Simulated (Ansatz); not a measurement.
# AlH3Cl− (SMILES [H][Al-]([H])([H])[Cl]): revPBE/STO-3G

What is the vertical singlet–triplet gap of AlH3Cl− at revPBE/STO-3G? 

The results are computed with Ansatz 0.2.0.

1 further run of the same task is left out (it didn't finish).

### Step 1. The structure to begin with

The species is AlH3Cl− (5 atoms), meant as a singlet with charge -1. SMILES: `[H][Al-]([H])([H])[Cl]`. The shape comes from GFN2-xTB, which is rough for such elements, and wasn't checked as a minimum.

Bond lengths: Al1–Cl2 2.096 Å, Al1–H3 1.609 Å, Al1–H4 1.608 Å, Al1–H5 1.609 Å. Angles: Cl2–Al1–H3 107.0°, Cl2–Al1–H4 107.2°, Cl2–Al1–H5 107.4°, H3–Al1–H4 111.6°, H3–Al1–H5 111.7°, H4–Al1–H5 111.8°.

### Step 2. A single-point energy at revPBE/STO-3G

File in.yaml:

```yaml
crystal:
  periodic: [false, false, false]
  atoms:
    - {symbol: Al, position_ang: [-0.002450, 0.000420, -0.134210]}
    - {symbol: Cl, position_ang: [0.013850, -0.018360, 1.961810]}
    - {symbol: H, position_ang: [1.532100, 0.011680, -0.616990]}
    - {symbol: H, position_ang: [-0.775390, 1.334390, -0.590440]}
    - {symbol: H, position_ang: [-0.768110, -1.328130, -0.620160]}
basis:
  gaussian: {orbitals: STO-3G}
total_charge: -1
hamiltonian: {xc: {name: revPBE}}
accuracy: high
```

Started as:

```console
$ ansatz run in.yaml --threads 1 --pin off --max-ram 2610MiB --events-out events.jsonl --progress --plain --runs-dir runs
```

Standard output:

```text
Warning: RAYON_NUM_THREADS=1 ignored (pool sized by the plan → 1); use --threads N
Functional definition: revPBE
  name "revPBE"
  parameter kappa = 1.245
  parameter beta = 0.06672455060314922
  exchange = pbe_x(kappa = kappa, mu = beta*pi^2/3)
  correlation = pbe_c(beta = beta)
362 factors; integrals over basis functions are off by at most 1.3e-8 eV
mean field evaluation 1: about -18945.9618 eV, gradient 2.7e1 eV
mean field evaluation 2: about -18946.4248 eV, gradient 2.4e1 eV
mean field evaluation 4: about -18948.4363 eV, gradient 6.2e-2 eV
mean field evaluation 8: about -18948.3898 eV, gradient 2.8e-4 eV
mean field -18948.38983596 eV, -696.3404827915 hartree, gradient 1.6e-8 eV, S^2 0.000000; 0 other end points of the search recorded, 0 dependent functions left out
reference -18948.38983817 eV, -696.3404828727 hartree; 17, 17 occupied and 4, 4 virtual orbitals, 362 factors
Total energy: -18948.38983817 eV, -696.3404828727 hartree
```

Wall time 0.81 s (1 thread of Intel Xeon 6975P-C (Granite Rapids), shared host); peak memory 0.11 GiB.

### Step 3. The triplet, same level

File input.yaml:

```yaml
crystal:
  periodic: [false, false, false]
  atoms:
    - {symbol: Al, position_ang: [-0.002450, 0.000420, -0.134210]}
    - {symbol: Cl, position_ang: [0.013850, -0.018360, 1.961810]}
    - {symbol: H, position_ang: [1.532100, 0.011680, -0.616990]}
    - {symbol: H, position_ang: [-0.775390, 1.334390, -0.590440]}
    - {symbol: H, position_ang: [-0.768110, -1.328130, -0.620160]}
basis:
  gaussian: {orbitals: STO-3G}
total_charge: -1
hamiltonian: {xc: {name: revPBE}}
magnetization: {spin_polarized: true, initial_magnetization: 2}
accuracy: high
```

Started as:

```console
$ ansatz run input.yaml --threads 1 --pin off --max-ram 2610MiB --events-out events.jsonl --progress --plain --runs-dir runs
```

Standard output, cut to the lines that bear on the results:

```text
Warning: RAYON_NUM_THREADS=1 ignored (pool sized by the plan → 1); use --threads N
[... 6 set-up lines as earlier in the session ...]
362 factors; integrals over basis functions are off by at most 1.3e-8 eV
mean field evaluation 1: about -18930.2334 eV, gradient 1.9e1 eV
mean field evaluation 2: about -18930.4009 eV, gradient 2.2e1 eV
mean field evaluation 4: about -18935.8407 eV, gradient 8.9e0 eV
mean field evaluation 8: about -18936.7915 eV, gradient 6.0e0 eV
mean field evaluation 16: about -18937.4072 eV, gradient 3.0e-2 eV
mean field evaluation 32: about -18937.3694 eV, gradient 5.3e-1 eV
mean field evaluation 64: about -18937.3364 eV, gradient 1.7e0 eV
mean field -18937.40725933 eV, -695.9368805449 hartree, gradient 5.6e-8 eV, S^2 2.001383; 8 other end points of the search recorded, 0 dependent functions left out
reference -18937.40726163 eV, -695.9368806292 hartree; 18, 16 occupied and 3, 5 virtual orbitals, 362 factors
Total energy: -18937.40726163 eV, -695.9368806292 hartree
```

It took 4.5 s on 1 thread of Intel Xeon 6975P-C (Granite Rapids), shared host; peak memory 0.14 GiB.

### Step 4. Results

Level: revPBE/STO-3G.

| quantity | value |
| --- | --- |
| singlet: total energy | -696.34048 Eh |
| triplet: total energy | -695.93688 Eh |
| triplet: ⟨S²⟩ | 2.001 |
| vertical energy of the triplet above the singlet | 10.983 eV |

In words: At this shape the triplet lies 10.98 eV (253 kcal/mol) above the singlet. For an anion a state so high probably lies above electron detachment. In a minimal basis such a difference can be off by several eV, whatever the method.
